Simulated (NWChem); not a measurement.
## Correlation energy of hydrogen fluoride (HF)

```xyz
2

F      0.0000     0.0000     0.0925
H      0.0000     0.0000    -0.8323
```
Charge 0, spin multiplicity 1.

Everything below was run with NWChem. All single points use one geometry, from B3LYP/def2-SVP, a minimum by its harmonic frequencies.

Basis set: def2-SVP. Each correlation energy counts from its own Hartree-Fock reference.

```tsv
method	correlation energy (mHa)	difference from CCSD(T)
SCS-MP2	-193.6	+13.4
CR-CCSD[T]	-206.9	+0.1
CCSD+T(CCSD)	-207.2	-0.2
CCSD(T)	-207.0	0.0
MP2	-199.8	+7.2
CCSD	-205.2	+1.8
CCSDT	-207.1	-0.1
CR-CCSD(T)	-206.8	+0.2
```

The values span 13.6 mHa, from CCSD+T(CCSD) (lowest) to SCS-MP2 (highest). 

The correlated methods keep 1 core orbital frozen. No row is a measurement; the coupled-cluster row has its own basis-set and correlation limits.
